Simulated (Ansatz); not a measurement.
Energy needed to pull apart CH4O (SMILES CO), singlet, into free ground-state atoms, from the structure below (displaced at random from its PBE0-D4/def2-TZVP minimum); no zero-point or spin–orbit terms; open-shell atoms are treated unrestricted, in their ground-state multiplicity.

C1  (-0.095, -0.203, -0.286)
O2  (-0.146, 0.316, 1.033)
H3  (-0.879, -0.968, -0.326)
H4  (0.847, -0.702, -0.503)
H5  (-0.285, 0.602, -1.047)
H6  (0.509, 0.981, 1.113)
(Å)

Computed with Ansatz 0.2.0 (basis: def2-TZVPP); correlated methods freeze the cores.

| method | atomization energy (eV) |
| --- | --- |
| PBE-D4 | ? |
| r2SCAN-D4 | 22.14 |
| PBE0-D4 | 22.09 |
| wB97M-V | ? |
| HF | 15.96 |
| MP2 | 21.91 |
| CCSD | 21.42 |
| CCSD(T) | 21.69 |

(1) What does PBE-D4 give? (An estimate is asked for; the value comes from the calculation.)

(2) What does wB97M-V give? (An estimate is asked for; the value comes from the calculation.)

No T1 diagnostic of these runs exceeds 0.009.

Answers

(1) The calculation gives: 22.53 eV, which is about 0.84 eV more than CCSD(T)/def2-TZVPP.

(2) By the calculation: 22.21 eV, which is about 0.53 eV more than CCSD(T)/def2-TZVPP.

In triple zeta the MP2 and coupled-cluster atomization energies are still short of their basis limit by a few kcal/mol a bond, whereas those of the functionals are nearly converged, so these differences are not deviations from converged CCSD(T).

For scale, one of the runs: CCSD(T)/def2-TZVPP forces, 118 basis functions (an equivalent command: `ansatz run in.yaml --threads 2`). Time: 20 s of wall clock on 2 CPU threads; the host was shared. Peak host memory: 0.82 GiB.
